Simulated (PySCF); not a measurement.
B3LYP has the VWN-RPA correlation part, as in Gaussian. 

Cartesian coordinates (Å):
SMILES: [CH3]
```xyz
4

C      0.0000     0.0000     0.0000
H      1.0314    -0.3169    -0.0019
H     -0.7901    -0.7348    -0.0007
H     -0.2413     1.0517     0.0026
```
Charge 0, spin multiplicity 2.

What total energy, highest occupied spin orbital and dipole moment does PySCF 2.14.0 with B3LYP-D3(BJ)/def2-TZVP give?


```yaml
total_energy: -39.8602 Ha
highest_occupied_spin_orbital: -6.45 eV
dipole_moment: 0.00 D
```
